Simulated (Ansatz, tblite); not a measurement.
# The cluster WSe2+: spin states and exact exchange, part 2 of 2

Aim: set other spin states of the cluster WSe2+ against its doublet, on many levels of theory.

Ansatz 0.2.0, Gaussian basis; as each input shows. Earlier steps stand in the parts before.

## (10) Quartet, B3LYP-D4/def2-TZVP

Contents of in.yaml:

```yaml
crystal:
  periodic: [false, false, false]
  atoms:
    - {symbol: W, position_ang: [1.417390, -0.134475, 0.013317]}
    - {symbol: Se, position_ang: [-0.707671, -0.034601, -1.144337]}
    - {symbol: Se, position_ang: [-0.709719, 0.169085, 1.131029]}
basis:
  gaussian: {orbitals: def2-TZVP, initial_orbitals: start.molden}
total_charge: 1
magnetization: {spin_polarized: true, initial_magnetization: 3}
hamiltonian: {xc: {name: B3LYP}, dispersion: d4}
scf: {omitted_lower_state_checks: [starts]}
output: {orbitals: {seedname: orbitals}}
```

Launch:

```
$ ansatz run in.yaml --threads 4 --pin off --events-out ev --progress --plain --max-ram 3916MiB
```

Standard output, shortened:

```text
Functional definition: B3LYP
  name "B3LYP"
  cite "Stephens, Devlin, Chabalowski & Frisch, J. Phys. Chem. 98, 11623 (1994) doi:10.1021/j100096a001"
  cite "Becke, Phys. Rev. A 38, 3098 (1988) doi:10.1103/PhysRevA.38.3098"
  cite "Lee, Yang & Parr, Phys. Rev. B 37, 785 (1988) doi:10.1103/PhysRevB.37.785"
  cite "Vosko, Wilk & Nusair, Can. J. Phys. 58, 1200 (1980) doi:10.1139/p80-159"
[...]
1028 factors; integrals over basis functions are off by at most 7.1e-4 eV
[...]
mean field -132519.11716499 eV, -4869.9877311297 hartree, gradient 1.2e-5 eV, S^2 4.143287; 0 other end points of the search recorded, 0 dependent functions left out
reference -132519.11737571 eV, -4869.9877388734 hartree; 42, 39 occupied and 94, 97 virtual orbitals, 1028 factors
Total energy: -132519.32529202 eV, -4869.9953796570 hartree
Checks for a lower state left out: starts
```

It took 2.8 s on 4 threads of Intel Xeon Platinum 8488C, shared host.

Report: HOMO -11.17 eV, LUMO -8.95 eV (over both spins); ⟨S²⟩ 4.143 (pure: 3.75). Doubts: spin contamination.

## (11) Quartet, ωB97X-V/def2-TZVP

Changes to in.yaml since step 10:

```diff
@@ -10,3 +10,3 @@
 magnetization: {spin_polarized: true, initial_magnetization: 3}
-hamiltonian: {xc: {name: B3LYP}, dispersion: d4}
+hamiltonian: {xc: {name: wB97X-V}}
 scf: {omitted_lower_state_checks: [starts]}
```

The command is unchanged.

Standard output, shortened:

```text
Functional definition: wB97X-V
  name "wB97X-V"
  cite "Mardirossian & Head-Gordon, Phys. Chem. Chem. Phys. 16, 9904 (2014) doi:10.1039/C3CP54374A"
  cite "Becke, J. Chem. Phys. 107, 8554 (1997) doi:10.1063/1.475007"
  cite "Vydrov & Van Voorhis, J. Chem. Phys. 133, 244103 (2010) doi:10.1063/1.3521275"
[...]
      + integral(e_c_pw_opposite_spin*poly(b97_u_opposite, cos0, cos1)) + vv10(b, c)
[...]
1028 factors; integrals over basis functions are off by at most 7.1e-4 eV
192 factors; integrals over basis functions are off by at most 1.5e-5 eV
[...]
mean field -132503.06596670 eV, -4869.3978604723 hartree, gradient 3.2e-5 eV, S^2 4.314809; 0 other end points of the search recorded, 0 dependent functions left out
reference -132503.06596644 eV, -4869.3978604629 hartree; 42, 39 occupied and 94, 97 virtual orbitals, 1028 factors
Total energy: -132503.06596644 eV, -4869.3978604629 hartree
Checks for a lower state left out: starts
```

Run time: 7 s. Hardware: 4 threads of Intel Xeon Platinum 8488C, shared host; peak memory 0.63 GiB.

HOMO -13.49 eV, LUMO -6.84 eV (over both spins); ⟨S²⟩ 4.315 (pure: 3.75). Doubts: spin contamination.

## (12) Quartet, BLYP-D4/def2-TZVP

Changes to in.yaml since step 11:

```diff
@@ -10,3 +10,3 @@
 magnetization: {spin_polarized: true, initial_magnetization: 3}
-hamiltonian: {xc: {name: wB97X-V}}
+hamiltonian: {xc: {name: BLYP}, dispersion: d4}
 scf: {omitted_lower_state_checks: [starts]}
```

The command is unchanged.

Standard output:

```text
Functional definition: BLYP
  name "BLYP"
  cite "Becke, Phys. Rev. A 38, 3098 (1988) doi:10.1103/PhysRevA.38.3098"
  cite "Lee, Yang & Parr, Phys. Rev. B 37, 785 (1988) doi:10.1103/PhysRevB.37.785"
  parameter beta = 0.0042
  parameter a = 0.04918
  parameter b = 0.132
  parameter c = 0.2533
  parameter d = 0.349
  exchange = b88_x(beta = beta)
  correlation = lyp_c(a = a, b = b, c = c, d = d)
these checks for a lower state are left out or cut short: starts
1098 factors; their error is unknown
mean field evaluation 1: about -132518.4668 eV, gradient 1.0e1 eV
mean field evaluation 2: about -132518.7603 eV, gradient 6.0e-1 eV
mean field evaluation 4: about -132518.7235 eV, gradient 1.4e-1 eV
mean field evaluation 8: about -132518.7240 eV, gradient 2.1e-5 eV
mean field -132518.72397729 eV, -4869.9732817480 hartree, gradient 2.1e-5 eV, S^2 3.967222; 0 other end points of the search recorded, 0 dependent functions left out
reference -132518.72425770 eV, -4869.9732920530 hartree; 42, 39 occupied and 94, 97 virtual orbitals, 1098 factors
Total energy: -132518.97610105 eV, -4869.9825471256 hartree
Checks for a lower state left out: starts
```

Run time: 1.6 s. Hardware: 4 threads of Intel Xeon Platinum 8488C, shared host.

HOMO -10.04 eV, LUMO -9.31 eV (over both spins); ⟨S²⟩ 3.967 (pure: 3.75). Doubts: spin contamination.

## (13) Quartet, B97M-V/def2-TZVP

Changes to in.yaml since step 12:

```diff
@@ -10,3 +10,3 @@
 magnetization: {spin_polarized: true, initial_magnetization: 3}
-hamiltonian: {xc: {name: BLYP}, dispersion: d4}
+hamiltonian: {xc: {name: B97M-V}}
 scf: {omitted_lower_state_checks: [starts]}
```

Launched as before.

Standard output, shortened:

```text
Functional definition: B97M-V
  name "B97M-V"
  cite "Mardirossian & Head-Gordon, J. Chem. Phys. 142, 074111 (2015) doi:10.1063/1.4907719"
  cite "Becke, J. Chem. Phys. 107, 8554 (1997) doi:10.1063/1.475007"
  cite "Vydrov & Van Voorhis, J. Chem. Phys. 133, 244103 (2010) doi:10.1063/1.3521275"
  # Of w^i u^j: cxij and so on, Table III.
[...]
  gx(w, u) = cx00 + cx01*u + cx02*u^2 + (cx10 + cx11*u)*w
  gss(w, u) = css00 + css02*u^2 + css10*w + (css32*w^3 + css42*w^4)*u^2
  gos(w, u) = cos00 + cos01*u + cos03*u^3 + cos10*w + cos32*w^3*u^2
[...]
      + integral(e_c_pw_mod_opposite_spin*gos(b97_w_opposite, b97_u_opposite)) + vv10(b, c)
[...]
1098 factors; their error is unknown
[...]
mean field -132492.94197605 eV, -4869.0258106783 hartree, gradient 2.5e-5 eV, S^2 4.211777; 0 other end points of the search recorded, 0 dependent functions left out
reference -132492.94203068 eV, -4869.0258126858 hartree; 42, 39 occupied and 94, 97 virtual orbitals, 1098 factors
Total energy: -132492.94203068 eV, -4869.0258126858 hartree
Checks for a lower state left out: starts
```

Run time: 5.5 s. Hardware: 4 threads of Intel Xeon Platinum 8488C, shared host.

From the report: HOMO -10.47 eV, LUMO -9.37 eV (over both spins); ⟨S²⟩ 4.212 (pure: 3.75). Doubts: spin contamination.

## (14) Quartet, CCSD(T)/def2-TZVP

Changes to in.yaml since step 13:

```diff
@@ -10,4 +10,4 @@
 magnetization: {spin_polarized: true, initial_magnetization: 3}
-hamiltonian: {xc: {name: B97M-V}}
-scf: {omitted_lower_state_checks: [starts]}
+correlation: {method: ccsd_t}
+scf: {omitted_lower_state_checks: [starts, cluster_reference]}
 output: {orbitals: {seedname: orbitals}}
```

Same command.

Standard output, shortened:

```text
Functional definition: HF
  name "HF"
  cite "Fock, Z. Phys. 61, 126 (1930) doi:10.1007/BF01340294"
  parent pbe
[...]
1028 factors; integrals over basis functions are off by at most 7.1e-4 eV
[...]
mean field -132407.01217976 eV, -4865.8679489100 hartree, gradient 2.4e-6 eV, S^2 4.762481; 0 other end points of the search recorded, 0 dependent functions left out
18 core orbitals not correlated: weight in the atoms' cores, before any rotation towards them, 1.000 or more for the frozen orbitals, at most 0.000 for the correlated occupied ones
reference -132407.01217976 eV, -4865.8679489100 hartree; 24, 21 occupied and 94, 97 virtual orbitals, 1028 factors
second order -21.24096057 eV of doubles, -0.00000000 eV of singles
cycle   1  -20.34373550 eV  change    9.0e-1 eV  update   1.5e-1
[...]
cycle  15  -21.30097811 eV  change    3.4e-5 eV  update   2.5e-5
perturbative correction -1.02939466 eV, -0.0378295559 hartree
Total energy: -132429.34255253 eV, -4866.6885749731 hartree
Checks for a lower state left out: starts, cluster_reference
```

Run time: 16 s. Hardware: 4 threads of Intel Xeon Platinum 8488C, shared host; peak memory 1.4 GiB.

Hartree-Fock HOMO -13.47 eV, LUMO -5.30 eV (over both spins); ⟨S²⟩ 4.762 (pure: 3.75); T1 0.035. Doubts: spin contamination.

## (15) Quartet, RPA/def2-TZVP

Changes to in.yaml since step 14:

```diff
@@ -10,4 +10,4 @@
 magnetization: {spin_polarized: true, initial_magnetization: 3}
-correlation: {method: ccsd_t}
-scf: {omitted_lower_state_checks: [starts, cluster_reference]}
-output: {orbitals: {seedname: orbitals}}
+hamiltonian: {xc: pbe}
+correlation: {method: rpa}
+scf: {omitted_lower_state_checks: [starts]}
```

Launched as before.

Standard output, shortened:

```text
Functional definition: PBE
  name "PBE"
  cite "Perdew, Burke & Ernzerhof, Phys. Rev. Lett. 77, 3865 (1996) doi:10.1103/PhysRevLett.77.3865"
  parent pbe
[...]
1028 factors; integrals over basis functions are off by at most 7.1e-4 eV
[...]
mean field -132498.65047400 eV, -4869.2355941087 hartree, gradient 2.2e-6 eV, S^2 4.076928; 0 other end points of the search recorded, 0 dependent functions left out
18 core orbitals not correlated: weight in the atoms' cores, before any rotation towards them, 1.000 or more for the frozen orbitals, at most 0.000 for the correlated occupied ones
reference -132404.61466706 eV, -4865.7798419432 hartree; 24, 21 occupied and 94, 97 virtual orbitals, 1028 factors
Total energy: -132437.17290262 eV, -4866.9763350315 hartree
Checks for a lower state left out: starts
```

It took 2.6 s on 4 threads of Intel Xeon Platinum 8488C, shared host.

From the report: ⟨S²⟩ 4.077 (pure: 3.75). Doubts: spin contamination.

## (16) Quartet less doublet

The doublet's energies are those of its earlier runs, whose logs aren't repeated here.

| level | quartet less doublet (kJ/mol) | time |
| --- | --- | --- |
| GFN1-xTB | +37.0 | 0.006 s |
| GFN2-xTB | +41.8 | 0.01 s |
| HF/def2-TZVP† | -141.2 |  |
| PBE-D4/def2-TZVP† | -54.0 | 3.5 s |
| BLYP-D4/def2-TZVP† | -38.8 | 3.5 s |
| r2SCAN-D4/def2-TZVP† | -68.8 | 11 s |
| B97M-V/def2-TZVP† | -76.8 | 12 s |
| B3LYP-D4/def2-TZVP† | -51.2 | 7 s |
| PBE0-D4/def2-TZVP† | -71.3 | 7 s |
| r2SCAN0-D4/def2-TZVP† | -79.2 | 12 s |
| ωB97X-V/def2-TZVP† | -52.5 | 19 s |
| RPA/def2-TZVP† | -49.6 | 5.6 s |
| MP2/def2-TZVP† | -90.8 |  |
| CCSD/def2-TZVP† | -75.3 |  |
| CCSD(T)/def2-TZVP† | -55.3 | 91 s |

Times add the two runs; a level without a time comes out of a correlated run. † marks a level with a doubtful state (flagged, unstable, out of aufbau order, or strongly spin-contaminated); such levels are left out of the summary. Tight binding without a spin term can't rank spin states. CCSD(T)/def2-TZVP is no safe reference here (large T1 diagnostic, spin contamination, state flagged by the program).

## (17) Results

The summary covers parts 1 to 2.

| quantity | value |
| --- | --- |
| quartet less doublet | no functional free of doubt |

What this shows: At every functional the quartet or the doublet is doubtful (⟨S²⟩ up to 4.42 against 3.75: these determinants mix in higher spin), so no splitting is quoted. These are electronic energies, without zero-point motion, entropy or surroundings. Spin-orbit coupling is left out too; for so heavy a metal it can shift spin gaps by tenths of an eV.
